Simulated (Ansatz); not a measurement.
C₃H₆F₂O, SMILES `COC(C)(F)F`, relaxed with RKS PBE0-D4/def2-TZVP in Ansatz 0.2.0 from a PBE-D4/def2-SVP geometry. The force threshold is 0.005 eV/Å; the program also tests the step.

Total charge 0; spin multiplicity 1.

Start:

```xyz
12

C    -1.532    0.639    0.162
O    -0.412    0.861   -0.685
C     0.519   -0.150   -0.754
C     1.266   -0.461    0.530
F    -0.082   -1.309   -1.215
F     1.398    0.243   -1.715
H    -2.236    1.471   -0.028
H    -1.255    0.651    1.241
H    -2.036   -0.323   -0.074
H     2.029   -1.236    0.330
H     1.764    0.455    0.900
H     0.577   -0.842    1.307
```

```csv
step,energy (eV),largest force (eV/Å),largest move (Å)
1,-10683.2924,0.690,0.000
2,-10683.3397,0.278,0.028
3,-10683.3451,0.028,0.015
4,-10683.3453,0.012,0.008
5,-10683.3457,0.029,0.035
6,-10683.3458,0.015,0.015
7,-10683.3458,0.004,0.013
```

End:

```xyz
12

C    -1.502    0.637    0.176
O    -0.421    0.839   -0.714
C     0.514   -0.150   -0.761
C     1.227   -0.463    0.528
F    -0.057   -1.298   -1.243
F     1.402    0.248   -1.692
H    -2.216    1.431   -0.033
H    -1.183    0.713    1.221
H    -1.981   -0.331    0.006
H     2.004   -1.200    0.330
H     1.679    0.447    0.921
H     0.534   -0.874    1.261
```

Hardware: 4 threads of an Arm Neoverse V2 on a shared host. Wall time 23 s, peak host memory 0.57 GiB.
